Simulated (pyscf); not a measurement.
PySCF, gas phase, ωB97X-D3(BJ)/def2-SVP geometries.

Task: Estimate the classical barrier height and the reaction energy of H₃C–CH₂–CH₃ (SMILES CCC) + BH₃ (SMILES B) → H₂B–CH(CH₃)–CH₃ (SMILES BC(C)C) + H₂ (SMILES [H][H]) at ωB97M-D3(BJ)/def2-TZVP. The step runs on the singlet surface, breaks C–H, B–H and forms B–C, H–H; take the separated reactants as zero.

Result: ΔE‡ = 67.1 kJ/mol, ΔE = +19.5 kJ/mol. Zero-point energy shifts the barrier by +6.4 kJ/mol. It is a four-centre exchange, with an imaginary mode of 1105i cm⁻¹. At the saddle there is also a short B–H contact that neither side keeps. H₂B–CH(CH₃)–CH₃ lies 58.2 kJ/mol over its isomer H₃C–BH–CH₂–CH₃ (electronic energy, ωB97M-D3(BJ)/def2-TZVP). This is the saddle that the search found; another between the same sides may lie lower.
